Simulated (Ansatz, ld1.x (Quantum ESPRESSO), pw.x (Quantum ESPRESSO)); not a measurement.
What a changed setting does to a pw.x run (sc W)

Potential: norm-conserving Troullier–Martins (Kleinman–Bylander form), ld1.x (Quantum ESPRESSO) 7.5, LDA (PW92); core [Xe] 4f14, reference 5d4 6s1.5 6p0.5; waves: 6p (bound): rc 2.65 bohr; 5d (bound): rc 1.70 bohr; 6s (bound): rc 1.95 bohr; local part: the s channel; core correction: a·sin(br)/r model core inside 1.00 bohr.

The reference run (k-mesh 13³, cutoffs 70/280 Ry, Fermi–Dirac 0.01 Ry, mixing_beta 0.4, conv_thr 1e-9, no spin) gives 1.17 GPa at 17.539 Å³/atom, where all-electron LAPW gives -2.36 GPa. This run, with its own iteration cap, changes smearing to gauss.

```
&control
  calculation='scf', prefix='x', pseudo_dir='./', outdir='./tmp', tstress=.true., disk_io='none'
/
&system
  ibrav=0, nat=1, ntyp=1, ecutwfc=70, ecutrho=280, nbnd=10,
  occupations='smearing', smearing='gauss', degauss=0.01
/
&electrons
  conv_thr=1e-09, mixing_beta=0.4, electron_maxstep=60
/
ATOMIC_SPECIES
W 1.0 W.UPF
CELL_PARAMETERS angstrom
  2.59817426 0.00000000 0.00000000
  0.00000000 2.59817426 0.00000000
  0.00000000 0.00000000 2.59817426
ATOMIC_POSITIONS crystal
W 0.0000 0.0000 0.0000
K_POINTS automatic
13 13 13 0 0 0
```

```bash
pw.x < W.scf.in > W.scf.out
```

**Question.** How does the run end?

**Answer.** It converges in 9 iterations; the free energy moves by +17.3 meV/atom and the pressure by -0.45 GPa. Gaussian smearing of the same width is narrower in effect than Fermi–Dirac, so its quadratic term in F is smaller.

```
Message from routine setup:
     using ibrav=0 with symmetry is DISCOURAGED, use correct ibrav instead
     lattice parameter (alat)  =       4.9098  a.u.
     unit-cell volume          =     118.3590 (a.u.)^3
     number of electrons       =         6.00
     number of Kohn-Sham states=           10
     kinetic-energy cutoff     =      70.0000  Ry
     charge density cutoff     =     280.0000  Ry
     scf convergence threshold =      1.0E-09
     Exchange-correlation= PW
     number of k points=    84  Gaussian smearing, width (Ry)=  0.0100
     iteration #  1     ecut=    70.00 Ry     beta= 0.40
     total energy              =     -46.07629146 Ry
     estimated scf accuracy    <       0.02340003 Ry
     iteration #  2     ecut=    70.00 Ry     beta= 0.40
     total energy              =     -46.07485412 Ry
     estimated scf accuracy    <       0.00527351 Ry
     iteration #  3     ecut=    70.00 Ry     beta= 0.40
     total energy              =     -46.07533339 Ry
     estimated scf accuracy    <       0.00028796 Ry
     iteration #  4     ecut=    70.00 Ry     beta= 0.40
     total energy              =     -46.07536501 Ry
     estimated scf accuracy    <       0.00000647 Ry
     iteration #  5     ecut=    70.00 Ry     beta= 0.40
     total energy              =     -46.07536712 Ry
     estimated scf accuracy    <       0.00000084 Ry
     iteration #  6     ecut=    70.00 Ry     beta= 0.40
     total energy              =     -46.07536720 Ry
     estimated scf accuracy    <       0.00000003 Ry
     iteration #  7     ecut=    70.00 Ry     beta= 0.40
     total energy              =     -46.07536722 Ry
     estimated scf accuracy    <          1.8E-09 Ry
     iteration #  8     ecut=    70.00 Ry     beta= 0.40
     total energy              =     -46.07536722 Ry
     estimated scf accuracy    <          2.1E-09 Ry
     iteration #  9     ecut=    70.00 Ry     beta= 0.40
     the Fermi energy is    13.4794 ev
!    total energy              =     -46.07536722 Ry
     estimated scf accuracy    <          7.7E-10 Ry
     smearing contrib. (-TS)   =      -0.00034609 Ry
     The total energy is F=E-TS. E is the sum of the following terms:
     one-electron contribution =      10.64010890 Ry
     hartree contribution      =       0.42883294 Ry
     xc contribution           =     -36.34027984 Ry
     ewald contribution        =     -20.80368312 Ry
     convergence has been achieved in   9 iterations
          total   stress  (Ry/bohr**3)                   (kbar)     P=        7.22
     Message from routine punch:
     Nothing written, as per user request (disk_io='none')
```

The run took about 10 s on one core of a shared host (Neoverse-V2, 64 threads, 251 GiB, load 37).
